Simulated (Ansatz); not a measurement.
**H₃LiSSi: single points off equilibrium**

The atoms stand at a structure displaced at random from a GFN2-xTB minimum. How far do the functionals agree with CCSD(T) there?

Program: Ansatz 0.2.0, Gaussian basis. Level of theory: single points in def2-TZVPP. These are calculated values, not measurements.

Cores are frozen in the correlated methods. The outer core shell of Li, Na, Mg and K is correlated.

**1. Where the work starts**

6 atoms, charge 0, spin multiplicity 1.

Atoms are counted from 1 here; the program's logs count them from 0.

Bond lengths: Li1–S2 2.065 Å, S2–Si3 2.248 Å, Si3–H4 1.626 Å, Si3–H5 1.311 Å, Si3–H6 1.308 Å. Angles: Li1–S2–Si3 129.7°, S2–Si3–H4 105.9°, S2–Si3–H5 109.3°, S2–Si3–H6 116.7°, H4–Si3–H5 89.0°, H4–Si3–H6 103.8°, H5–Si3–H6 125.9°.

Coordinates:

```xyz
6
H3LiSSi
Li   -1.4059   -2.4083    1.1861
S    -1.3509   -0.6760    0.0627
Si    0.3065    0.8217   -0.1877
H     1.4765    0.0550   -1.0172
H     0.0703    1.5568   -1.2467
H     0.9070    1.2204    0.9037
```

**2. CCSD(T)/def2-TZVPP**

Contents of run/in.yaml:

```yaml
crystal:
  periodic: [false, false, false]
  atoms:
    - {symbol: Li, position_ang: [-1.405900, -2.408300, 1.186100]}
    - {symbol: S, position_ang: [-1.350900, -0.676000, 0.062700]}
    - {symbol: Si, position_ang: [0.306500, 0.821700, -0.187700]}
    - {symbol: H, position_ang: [1.476500, 0.055000, -1.017200]}
    - {symbol: H, position_ang: [0.070300, 1.556800, -1.246700]}
    - {symbol: H, position_ang: [0.907000, 1.220400, 0.903700]}
basis:
  gaussian: {orbitals: def2-TZVPP}
correlation: {method: ccsd_t}
output: {forces: true}
```

No record of the launch command was kept for these runs.

**3. PBE0-D4/def2-TZVPP**

Edit run/in.yaml of step 2 so:

```diff
@@ -11,3 +11,3 @@
   gaussian: {orbitals: def2-TZVPP}
-correlation: {method: ccsd_t}
-output: {forces: true}
+hamiltonian: {xc: pbe0, dispersion: d4}
+output: {forces: true, orbitals: {seedname: orbitals}}
```

**4. wB97M-V/def2-TZVPP**

Edit run/in.yaml of step 3 so:

```diff
@@ -11,3 +11,3 @@
   gaussian: {orbitals: def2-TZVPP}
-hamiltonian: {xc: pbe0, dispersion: d4}
-output: {forces: true, orbitals: {seedname: orbitals}}
+hamiltonian: {xc: {name: wB97M-V}}
+output: {forces: true}
```

**5. r2SCAN-D4/def2-TZVPP**

Edit run/in.yaml of step 4 so:

```diff
@@ -11,3 +11,3 @@
   gaussian: {orbitals: def2-TZVPP}
-hamiltonian: {xc: {name: wB97M-V}}
+hamiltonian: {xc: r2scan, dispersion: d4}
 output: {forces: true}
```

**6. PBE-D4/def2-TZVPP**

Edit run/in.yaml of step 5 so:

```diff
@@ -11,3 +11,3 @@
   gaussian: {orbitals: def2-TZVPP}
-hamiltonian: {xc: r2scan, dispersion: d4}
+hamiltonian: {xc: pbe, dispersion: d4}
 output: {forces: true}
```

**7. BLYP-D4/def2-TZVPP**

Edit run/in.yaml of step 6 so:

```diff
@@ -11,3 +11,3 @@
   gaussian: {orbitals: def2-TZVPP}
-hamiltonian: {xc: pbe, dispersion: d4}
+hamiltonian: {xc: {name: BLYP}, dispersion: d4}
 output: {forces: true}
```

**8. BHLYP-D4/def2-TZVPP**

Edit run/in.yaml of step 7 so:

```diff
@@ -11,3 +11,3 @@
   gaussian: {orbitals: def2-TZVPP}
-hamiltonian: {xc: {name: BLYP}, dispersion: d4}
+hamiltonian: {xc: {name: BHLYP}, dispersion: d4}
 output: {forces: true}
```

(Steps that only read results are left out.)

What does the calculation give? Wanted: energy less free atoms, CCSD(T)/def2-TZVPP; RMS force component; RMS force error; HOMO and LUMO, PBE0-D4; T1 diagnostic.

**Answer**, as computed:

| quantity | value |
| --- | --- |
| energy less free atoms, CCSD(T)/def2-TZVPP | -15.174 eV |
| RMS force component | 2.361 to 2.485 eV/Å over the methods |
| RMS force error | PBE0-D4 0.073, wB97M-V 0.063, r2SCAN-D4 0.060, PBE-D4 0.157, BLYP-D4 0.179, BHLYP-D4 0.103 eV/Å |
| HOMO and LUMO, PBE0-D4 | -5.80 and -1.34 eV |
| T1 diagnostic | 0.011 |

What this shows: Against CCSD(T) the functionals' energies less atoms differ by -0.699 to -0.206 eV, PBE-D4 by -0.285 eV. CCSD(T) in triple zeta still lacks some correlation energy of the bonds, so part of these gaps is its own basis error and they don't rank the functionals. On forces the order runs from r2SCAN-D4 to BLYP-D4. Frozen-core CCSD(T) forces in triple zeta carry basis errors of their own, and this is one geometry, so small gaps rank nothing.
